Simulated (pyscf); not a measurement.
`[CH3][CH3]` + `[NH2][Zn]` [doublet] -> `[CH3][Zn][NH2]` + `[CH3]` [doublet], a substitution at C (doublet surface; C–C broken, C–Zn formed). Single points on ωB97X-D3(BJ)/def2-SVP structures (PySCF, gas phase). Energies in kJ/mol from the separated reactants.

GFN2-xTB: tblite. Open shells are spin-unrestricted. 

Problem. Quick GFN2-xTB single points give ΔE‡ = 240.6 kJ/mol and ΔE = +230.3 kJ/mol. What does ωB97M-D3(BJ)/def2-TZVP give, and how far is the quick result from it?

Solution. ωB97M-D3(BJ)/def2-TZVP gives ΔE‡ = 208.8 kJ/mol and ΔE = +87.0 kJ/mol. GFN2-xTB lies 31.8 kJ/mol over it in the barrier and 143.3 kJ/mol over it in the reaction energy, so on this step it does not hold to within 12.6 kJ/mol. ωB97M-D3(BJ)/def2-TZVP has limits of its own. This is the saddle that the search found; another between the same sides may lie lower. The angle at the attacked C is 177°. In the def2 sets elements up to Kr have no core potential.
